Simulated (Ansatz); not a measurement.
**C2H5S+: one structure at several levels**

The atoms stand at a structure displaced at random from a GFN2-xTB minimum. How far do the functionals agree with CCSD(T) there?

Method: single points in def2-TZVPP; program: Ansatz 0.2.0, Gaussian basis.

Correlated methods freeze the cores.

## 1. Where the work starts

SMILES `CC=[SH+]`, 8 atoms, charge 1, spin multiplicity 1.

Atoms are counted from 1 here; the program's logs count them from 0.

Bond lengths: C1–C2 1.456 Å, C1–H4 1.069 Å, C1–H5 1.094 Å, C1–H6 1.039 Å, C2–S3 1.644 Å, C2–H7 1.028 Å, S3–H8 1.387 Å. Angles: C2–C1–H4 105.1°, C2–C1–H5 102.0°, C2–C1–H6 114.5°, H4–C1–H5 97.5°, H4–C1–H6 119.6°, H5–C1–H6 115.6°, C1–C2–S3 118.5°, C1–C2–H7 126.2°, S3–C2–H7 115.2°, C2–S3–H8 96.9°.

Geometry (Å):

```
C    -0.50170    0.80520   -0.37150
C     0.35390   -0.30950    0.01070
S    -0.05160   -1.19060    1.33830
H    -0.71360    0.65030   -1.40750
H     0.22290    1.61610   -0.49410
H    -1.28050    0.99590    0.28900
H     1.22490   -0.59430   -0.45450
H     0.98780   -2.10490    1.25590
```

## 2. CCSD(T)/def2-TZVPP

run/in.yaml reads:

```yaml
crystal:
  periodic: [false, false, false]
  atoms:
    - {symbol: C, position_ang: [-0.501700, 0.805200, -0.371500]}
    - {symbol: C, position_ang: [0.353900, -0.309500, 0.010700]}
    - {symbol: S, position_ang: [-0.051600, -1.190600, 1.338300]}
    - {symbol: H, position_ang: [-0.713600, 0.650300, -1.407500]}
    - {symbol: H, position_ang: [0.222900, 1.616100, -0.494100]}
    - {symbol: H, position_ang: [-1.280500, 0.995900, 0.289000]}
    - {symbol: H, position_ang: [1.224900, -0.594300, -0.454500]}
    - {symbol: H, position_ang: [0.987800, -2.104900, 1.255900]}
basis:
  gaussian: {orbitals: def2-TZVPP}
total_charge: 1
correlation: {method: ccsd_t}
output: {forces: true}
```

No record of the launch command was kept for these runs.

## 3. PBE0-D4/def2-TZVPP

Edit run/in.yaml of step 2 so:

```diff
@@ -14,3 +14,3 @@
 total_charge: 1
-correlation: {method: ccsd_t}
-output: {forces: true}
+hamiltonian: {xc: pbe0, dispersion: d4}
+output: {forces: true, orbitals: {seedname: orbitals}}
```

## 4. wB97M-V/def2-TZVPP

Edit run/in.yaml of step 3 so:

```diff
@@ -14,3 +14,3 @@
 total_charge: 1
-hamiltonian: {xc: pbe0, dispersion: d4}
-output: {forces: true, orbitals: {seedname: orbitals}}
+hamiltonian: {xc: {name: wB97M-V}}
+output: {forces: true}
```

## 5. r2SCAN-D4/def2-TZVPP

Edit run/in.yaml of step 4 so:

```diff
@@ -14,3 +14,3 @@
 total_charge: 1
-hamiltonian: {xc: {name: wB97M-V}}
+hamiltonian: {xc: r2scan, dispersion: d4}
 output: {forces: true}
```

## 6. PBE-D4/def2-TZVPP

Edit run/in.yaml of step 5 so:

```diff
@@ -14,3 +14,3 @@
 total_charge: 1
-hamiltonian: {xc: r2scan, dispersion: d4}
+hamiltonian: {xc: pbe, dispersion: d4}
 output: {forces: true}
```

## 7. BHLYP-D4/def2-TZVPP

Edit run/in.yaml of step 6 so:

```diff
@@ -14,3 +14,3 @@
 total_charge: 1
-hamiltonian: {xc: pbe, dispersion: d4}
+hamiltonian: {xc: {name: BHLYP}, dispersion: d4}
 output: {forces: true}
```

## 8. wB97X-V/def2-TZVPP

Edit run/in.yaml of step 7 so:

```diff
@@ -14,3 +14,3 @@
 total_charge: 1
-hamiltonian: {xc: {name: BHLYP}, dispersion: d4}
+hamiltonian: {xc: {name: wB97X-V}}
 output: {forces: true}
```

(Steps that only read results are left out.)

What does the calculation give? Wanted: energy less free atoms, CCSD(T)/def2-TZVPP; RMS force component; RMS force error; HOMO and LUMO, PBE0-D4; T1 diagnostic.

**Answer**, as computed:

| quantity | value |
| --- | --- |
| energy less free atoms, CCSD(T)/def2-TZVPP | -2046.1 kJ/mol |
| RMS force component | 1.151 to 1.236 eV/Å over the methods |
| RMS force error | PBE0-D4 0.206, wB97M-V 0.129, r2SCAN-D4 0.197, PBE-D4 0.281, BHLYP-D4 0.217, wB97X-V 0.148 eV/Å |
| HOMO and LUMO, PBE0-D4 | -15.28 and -8.84 eV |
| T1 diagnostic | 0.019 |

Against CCSD(T) the functionals' energies less atoms differ by -140.3 to -1.8 kJ/mol, PBE-D4 by -140.3 kJ/mol. CCSD(T) in triple zeta still lacks some correlation energy of the bonds, so part of these gaps is its own basis error and they don't rank the functionals. On forces the order runs from wB97M-V to PBE-D4. Frozen-core CCSD(T) forces in triple zeta carry basis errors of their own, and this is one geometry, so small gaps rank nothing.
